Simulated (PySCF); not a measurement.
## Telling isomers of C5H10O apart by NMR

- geometry from PBE0-D3(BJ)/def2-SVP
- shielding tensors at PBE0/pcSseg-1 (GIAO)
- J: B3LYP/pcJ-1 (spin–dipole term left out of most H,H and C,H couplings)
- code: PySCF 2.14
- no solvent, rapidly exchanging positions averaged, single conformer, no relativistic terms

Scale: TMS for 1H (σ = 31.27 ppm), 13C (σ = 184.41 ppm) (reference shieldings calculated alike). Multiplet labels drop J under 1 Hz and among equivalent protons, and merge close values. Unscaled 3J(H,H) run several per cent high. Shifts are as computed. Against solution values, carbons near 30 ppm lie about +2 ppm off and those near 130 ppm about +5 ppm (rms about the fit 1.9 ppm; single classes can miss by 10 ppm). Of 1328 compounds with measured shifts, 309 miss one by over three times the rms of a fit or turn the order of signals round; such compounds aren't used in these exercises. Signals without a measured value on file couldn't be tested in this way; 1H shifts scatter by 0.2 ppm about their fit, and single ones miss by 0.5 ppm.

(1) Tabulate the signals of `C1CCOCC1`, `CCC(=O)CC` and their relative energies.

(2) What is the quickest way to tell C1CCOCC1 from CCC(=O)CC?

## Answers

(1) 
```json
{"SMILES": "C1CCOCC1", "carbon types": "5×CH2", "δC": "69.4, 28.5, 25.8", "δH": "3.49 (dd, 4H), 1.45 (tt, 2H), 1.31 (ddt, 4H)", "E rel. (kcal/mol)": "7.3"}
{"SMILES": "CCC(=O)CC", "carbon types": "1×C 2×CH2 2×CH3", "δC": "213.5, 37.2, 8.7", "δH": "2.23 (q, 4H), 1.03 (t, 6H)", "E rel. (kcal/mol)": "0.0"}
```

Energies are electronic energies at PBE0/pcSseg-1 on these geometries, without zero-point or thermal terms, each for the one conformer computed, which needn't be the lowest.

(2) Both give the same number of carbon signals, but DEPT or the intensities differ. The first has an sp3 CH2 bonded to O at 69.4 ppm, the second a ketone carbonyl carbon (C) at 213.5 ppm. In the proton spectra the most deshielded non-exchanging signals are 3.49 (dd, J = 7.6, 3.8 Hz, 4H) and 2.23 (q, J = 8.1 Hz, 4H).
